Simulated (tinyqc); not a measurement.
Inside a calculation. Method: MP2 on RHF in the sto-6g basis, frozen core, for HF, spin multiplicity 1. Computed by tinyqc, a small Python program that keeps every step (integrals from PySCF). Settings: charge = 0, multiplicity = 1, basis = sto-6g, method = RHF, frozen orbitals = 1, energy threshold = 1e-10, iteration cap = 62, orthogonalisation = symmetric, start = Wolfsberg-Helmholz matrix, DIIS depth = 6. Command: `OMP_NUM_THREADS=1 python tinyqc.py 29105 29106 out.jsonl` (the two numbers bound the seeds that draw the settings). One thread of a shared host (Intel(R) Xeon(R) Processor @ 2.60GHz), about 0.1 s of CPU time with the checks. The early iterations of the SCF are left out here.

## One-electron integrals

Geometry (angstrom):
```
atom         x         y         z
F     0.000000  0.000000  0.000000
H     0.000000  0.000000  1.040000
```

Basis sto-6g: exponents (1/bohr^2) and contraction coefficients of normalised primitives:
```
element  l (shell)     exponent  coefficient
F            s (1)  1728.626574     0.009164
F            s (1)   316.941790     0.049361
F            s (1)    88.668891     0.168538
F            s (1)    30.460157     0.370563
F            s (1)    11.828570     0.416492
F            s (1)     4.871659     0.130334
F            s (2)    67.032281    -0.013253
F            s (2)    13.267438    -0.046992
F            s (2)     4.123510    -0.033785
F            s (2)     1.586463     0.250242
F            s (2)     0.689002     0.595117
F            s (2)     0.315820     0.240706
F            p (3)    67.032281     0.003760
F            p (3)    13.267438     0.037679
F            p (3)     4.123510     0.173897
F            p (3)     1.586463     0.418036
F            p (3)     0.689002     0.425860
F            p (3)     0.315820     0.101708
H            s (1)    35.523221     0.009164
H            s (1)     6.513144     0.049361
H            s (1)     1.822143     0.168538
H            s (1)     0.625955     0.370563
H            s (1)     0.243077     0.416492
H            s (1)     0.100112     0.130334
```

Overlap, kinetic and nuclear-attraction integrals over the contracted functions; the nuclear repulsion is the sum of Za Zb / Rab.

nuclear repulsion = 4.57941817 hartree

overlap S:
```
           1F 1s     1F 2s    1F 2px    1F 2py    1F 2pz     2H 1s
1F 1s   1.000000  0.232479  0.000000  0.000000  0.000000  0.038136
1F 2s   0.232479  1.000000  0.000000  0.000000  0.000000  0.373873
1F 2px  0.000000  0.000000  1.000000  0.000000  0.000000  0.000000
1F 2py  0.000000  0.000000  0.000000  1.000000  0.000000  0.000000
1F 2pz  0.000000  0.000000  0.000000  0.000000  1.000000  0.303864
2H 1s   0.038136  0.373873  0.000000  0.000000  0.303864  1.000000
```

kinetic energy T (hartree):
```
            1F 1s      1F 2s    1F 2px    1F 2py    1F 2pz      2H 1s
1F 1s   37.397730  -1.143349  0.000000  0.000000  0.000000  -0.004241
1F 2s   -1.143349   1.082297  0.000000  0.000000  0.000000   0.071400
1F 2px   0.000000   0.000000  3.251325  0.000000  0.000000   0.000000
1F 2py   0.000000   0.000000  0.000000  3.251325  0.000000   0.000000
1F 2pz   0.000000   0.000000  0.000000  0.000000  3.251325   0.182354
2H 1s   -0.004241   0.071400  0.000000  0.000000  0.182354   0.768522
```

nuclear attraction V (hartree):
```
             1F 1s       1F 2s      1F 2px      1F 2py      1F 2pz      2H 1s
1F 1s   -78.331276   -7.984001    0.000000    0.000000   -0.012381  -1.502691
1F 2s    -7.984001  -11.982554    0.000000    0.000000   -0.143527  -3.348260
1F 2px    0.000000    0.000000  -11.953479    0.000000    0.000000   0.000000
1F 2py    0.000000    0.000000    0.000000  -11.953479    0.000000   0.000000
1F 2pz   -0.012381   -0.143527    0.000000    0.000000  -12.039178  -2.400449
2H 1s    -1.502691   -3.348260    0.000000    0.000000   -2.400449  -5.698713
```

core Hamiltonian H = T + V (hartree):
```
             1F 1s       1F 2s     1F 2px     1F 2py     1F 2pz      2H 1s
1F 1s   -40.933546   -9.127350   0.000000   0.000000  -0.012381  -1.506932
1F 2s    -9.127350  -10.900257   0.000000   0.000000  -0.143527  -3.276859
1F 2px    0.000000    0.000000  -8.702153   0.000000   0.000000   0.000000
1F 2py    0.000000    0.000000   0.000000  -8.702153   0.000000   0.000000
1F 2pz   -0.012381   -0.143527   0.000000   0.000000  -8.787852  -2.218095
2H 1s    -1.506932   -3.276859   0.000000   0.000000  -2.218095  -4.930191
```

## Two-electron integrals

Functions are numbered as in S; the eight-fold symmetry (ij|kl) = (ji|kl) = (kl|ij) leaves the list below.

Two-electron integrals (ij|kl) in chemists' order, unique and non-zero (hartree):
```
(11|11) 5.406240   (21|11) 0.768129   (21|21) 0.138909   (22|11) 1.266271
(22|21) 0.283987   (22|22) 0.926367   (31|31) 0.029452   (32|31) 0.044681
(32|32) 0.204753   (33|11) 1.266273   (33|21) 0.283987   (33|22) 0.926366
(33|33) 0.998085   (41|41) 0.029452   (42|41) 0.044681   (42|42) 0.204753
(43|43) 0.053789   (44|11) 1.266273   (44|21) 0.283987   (44|22) 0.926366
(44|33) 0.890506   (44|44) 0.998085   (51|51) 0.029452   (52|51) 0.044681
(52|52) 0.204753   (53|53) 0.053789   (54|54) 0.053789   (55|11) 1.266273
(55|21) 0.283987   (55|22) 0.926366   (55|33) 0.890506   (55|44) 0.890506
(55|55) 0.998085   (61|11) 0.134304   (61|21) 0.023283   (61|22) 0.046566
(61|33) 0.046487   (61|44) 0.046487   (61|51) 0.001012   (61|52) 0.001978
(61|55) 0.046725   (61|61) 0.003968   (62|11) 0.338136   (62|21) 0.076965
(62|22) 0.279872   (62|33) 0.275916   (62|44) 0.275916   (62|51) 0.005578
(62|52) 0.041969   (62|55) 0.287785   (62|61) 0.012903   (62|62) 0.104411
(63|31) 0.008569   (63|32) 0.048996   (63|53) 0.008771   (63|63) 0.015355
(64|41) 0.008569   (64|42) 0.048996   (64|54) 0.008771   (64|64) 0.015355
(65|11) 0.229239   (65|21) 0.052917   (65|22) 0.205725   (65|33) 0.196991
(65|44) 0.196991   (65|51) 0.011921   (65|52) 0.078182   (65|55) 0.223193
(65|61) 0.009259   (65|62) 0.094206   (65|65) 0.099740   (66|11) 0.495064
(66|21) 0.114805   (66|22) 0.479914   (66|33) 0.463767   (66|44) 0.463767
(66|51) 0.010532   (66|52) 0.110370   (66|55) 0.512209   (66|61) 0.019392
(66|62) 0.230894   (66|65) 0.241627   (66|66) 0.774999
```

## Orthogonalisation

S = U s U^T; symmetric (Loewdin) form X = U s^(-1/2) U^T, so that X^T S X = 1.

eigenvalues of S: 0.495116  0.849704  1.000000  1.000000  1.123748  1.531432

X:
```
            1F 1s      1F 2s    1F 2px    1F 2py     1F 2pz      2H 1s
1F 1s    1.021852  -0.126814  0.000000  0.000000  -0.005129   0.017852
1F 2s   -0.126814   1.087386  0.000000  0.000000   0.052740  -0.224486
1F 2px   0.000000   0.000000  1.000000  0.000000   0.000000   0.000000
1F 2py   0.000000   0.000000  0.000000  1.000000   0.000000   0.000000
1F 2pz  -0.005129   0.052740  0.000000  0.000000   1.041968  -0.179261
2H 1s    0.017852  -0.224486  0.000000  0.000000  -0.179261   1.106214
```

## Starting guess

The start is the generalised Wolfsberg-Helmholz matrix (K = 1.75) built on H; D = 2 C_occ C_occ^T.

D at the start:
```
            1F 1s      1F 2s    1F 2px    1F 2py     1F 2pz      2H 1s
1F 1s    2.087498  -0.371396  0.000000  0.000000   0.080464  -0.151284
1F 2s   -0.371396   1.624724  0.000000  0.000000  -0.313361   0.451792
1F 2px   0.000000   0.000000  2.000000  0.000000   0.000000   0.000000
1F 2py   0.000000   0.000000  0.000000  2.000000   0.000000   0.000000
1F 2pz   0.080464  -0.313361  0.000000  0.000000   1.804124   0.235879
2H 1s   -0.151284   0.451792  0.000000  0.000000   0.235879   0.186700
```

## Iteration 7 (converged): orbitals

converged F (hartree):
```
             1F 1s      1F 2s     1F 2px     1F 2py     1F 2pz      2H 1s
1F 1s   -26.245257  -6.370215   0.000000   0.000000  -0.019759  -1.053967
1F 2s    -6.370215  -2.902045   0.000000   0.000000  -0.062605  -0.917578
1F 2px    0.000000   0.000000  -0.471271   0.000000   0.000000   0.000000
1F 2py    0.000000   0.000000   0.000000  -0.471271   0.000000   0.000000
1F 2pz   -0.019759  -0.062605   0.000000   0.000000  -0.304501  -0.520829
2H 1s    -1.053967  -0.917578   0.000000   0.000000  -0.520829  -0.451237
```

Diagonalise F' = X^T F X, C = X C', fill 5 alpha and 5 beta electrons from the bottom; D = 2 C_occ C_occ^T. Each column has its largest component positive (the first on a tie).

F' = X^T F X (hartree):
```
            1          2          3          4          5          6
1  -25.834749  -3.178796   0.000000   0.000000  -0.038893  -0.147458
2   -3.178796  -1.726833   0.000000   0.000000   0.082552  -0.459027
3    0.000000   0.000000  -0.471271   0.000000   0.000000   0.000000
4    0.000000   0.000000   0.000000  -0.471271   0.000000   0.000000
5   -0.038893   0.082552   0.000000   0.000000  -0.147105  -0.513533
6   -0.147458  -0.459027   0.000000   0.000000  -0.513533  -0.049776
```

orbital energies (hartree): MO1 -26.248499, MO2 -1.454705, MO3 -0.555568, MO4 -0.471271, MO5 -0.471271, MO6 0.500308

coefficients C:
```
              MO1        MO2        MO3       MO4        MO5        MO6
1F 1s    0.997136  -0.240807   0.063443  0.000000   0.000000   0.065690
1F 2s    0.012483   0.968689  -0.355202  0.000000   0.000000  -0.432415
1F 2px   0.000000   0.000000   0.000000  0.999903  -0.013951   0.000000
1F 2py   0.000000   0.000000   0.000000  0.013951   0.999903   0.000000
1F 2pz   0.001569   0.057195   0.694677  0.000000   0.000000  -0.796736
2H 1s   -0.002711   0.125631   0.555077  0.000000   0.000000   0.991290
```

D after iteration 7:
```
            1F 1s      1F 2s    1F 2px    1F 2py     1F 2pz      2H 1s
1F 1s    2.112588  -0.486709  0.000000  0.000000   0.063728   0.004519
1F 2s   -0.486709   2.129367  0.000000  0.000000  -0.382655  -0.151003
1F 2px   0.000000   0.000000  2.000000  0.000000   0.000000   0.000000
1F 2py   0.000000   0.000000  0.000000  2.000000   0.000000   0.000000
1F 2pz   0.063728  -0.382655  0.000000  0.000000   0.971701   0.785562
2H 1s    0.004519  -0.151003  0.000000  0.000000   0.785562   0.647802
```

Within a degenerate level the vectors are fixed only up to a rotation; this is one choice.

## Convergence

Stop when the energy changes by less than 1e-10 hartree and every element of the error matrix X^T (F D S - S D F) X is below 3e-06.

Course of the cycle:
```
iteration   E (hartree)     change  largest element of the error matrix
1          -99.20782460          -                             5.72e-01
2          -99.47553901  -2.68e-01                             1.18e-01
3          -99.49357835  -1.80e-02                             1.98e-02
4          -99.49380243  -2.24e-04                             1.99e-03
5          -99.49380471  -2.29e-06                             3.06e-05
6          -99.49380471  -5.65e-10                             1.89e-06
7          -99.49380471  -2.22e-12                             2.59e-10
```

PySCF RHF in the same basis = -99.49380471 hartree

Converged in 7 iterations.

## Populations, bond orders and dipole

Mulliken: Z minus the diagonal of D S on the atom; Loewdin: the same with S^(1/2) D S^(1/2); Mayer order: 2 sum_s sum (D(s) S)_ij (D(s) S)_ji over the two atoms.

Charges (e):
```
atom   Mulliken    Loewdin
1F    -0.169777  -0.131074
2H     0.169777   0.131074
```

Mayer bond orders:
```
pair     order
2-1   0.971176
```

dipole moment about the origin, x y z (debye): 0.000000  0.000000  1.224213

## Integrals over molecular orbitals

(pq|rs) = sum C_ip C_jq C_kr C_ls (ij|kl), one index at a time.

one-electron integrals over orbitals h = C^T H C (hartree):
```
            1          2          3          4          5          6
1  -40.920080   0.721709  -0.184971   0.000000   0.000000  -0.200664
2    0.721709  -9.204180   0.559367   0.000000   0.000000   1.055458
3   -0.184971   0.559367  -7.343344   0.000000   0.000000   2.016287
4    0.000000   0.000000   0.000000  -8.702153   0.000000   0.000000
5    0.000000   0.000000   0.000000   0.000000  -8.702153   0.000000
6   -0.200664   1.055458   2.016287   0.000000   0.000000  -6.100298
```

Two-electron integrals over orbitals (pq|rs), unique and non-zero (hartree); the lowest 1 orbital is frozen and left out:
```
(22|22) 0.864731    (32|22) -0.033819   (32|32) 0.151197    (33|22) 0.736689
(33|32) -0.034321   (33|33) 0.733346    (42|42) 0.184946    (43|42) -0.037000
(43|43) 0.042674    (44|22) 0.887611    (44|32) -0.074975   (44|33) 0.728197
(44|44) 0.998085    (52|52) 0.184946    (53|52) -0.037000   (53|53) 0.042674
(54|54) 0.053789    (55|22) 0.887611    (55|32) -0.074975   (55|33) 0.728197
(55|44) 0.890506    (55|55) 0.998085    (62|22) -0.115316   (62|32) -0.058900
(62|33) -0.031588   (62|44) -0.112547   (62|55) -0.112547   (62|62) 0.093911
(63|22) -0.194077   (63|32) 0.091536    (63|33) -0.112598   (63|44) -0.214769
(63|55) -0.214769   (63|62) 0.050315    (63|63) 0.197279    (64|42) -0.037243
(64|43) -0.018018   (64|64) 0.030365    (65|52) -0.037243   (65|53) -0.018018
(65|65) 0.030365    (66|22) 0.666360    (66|32) 0.062378    (66|33) 0.666327
(66|44) 0.641897    (66|55) 0.641897    (66|62) -0.063530   (66|63) -0.016476
(66|66) 0.705147
```

## Second-order Moller-Plesset energy

Hartree-Fock energy = -99.49380471 hartree

E2 = sum_ijab (ia|jb) [2 (ia|jb) - (ib|ja)] / (e_i + e_j - e_a - e_b) over occupied i, j and virtual a, b; the opposite-spin part is (ia|jb)^2 / denominator, the rest is same-spin, and SCS-MP2 scales them by 6/5 and 1/3.

Terms:
```
i  j  a  b   (ia|jb)   (ib|ja)  denominator       term
3  3  6  6  0.197279  0.197279    -2.111751  -0.018430
2  2  6  6  0.093911  0.093911    -3.910025  -0.002256
2  3  6  6  0.050315  0.050315    -3.010888  -0.000841
3  2  6  6  0.050315  0.050315    -3.010888  -0.000841
4  4  6  6  0.030365  0.030365    -1.943158  -0.000474
5  5  6  6  0.030365  0.030365    -1.943158  -0.000474
```

Pair energies (hartree; pair i-j sums ij and ji):
```
pair  opposite spin  same spin
2-2       -0.002256   0.000000
3-2       -0.001682   0.000000
3-3       -0.018430   0.000000
4-4       -0.000474   0.000000
5-5       -0.000474   0.000000
```

MP2 correlation energy = -0.02331588 hartree

SCS-MP2 correlation energy = -0.02797905 hartree

MP2 total energy = -99.51712059 hartree
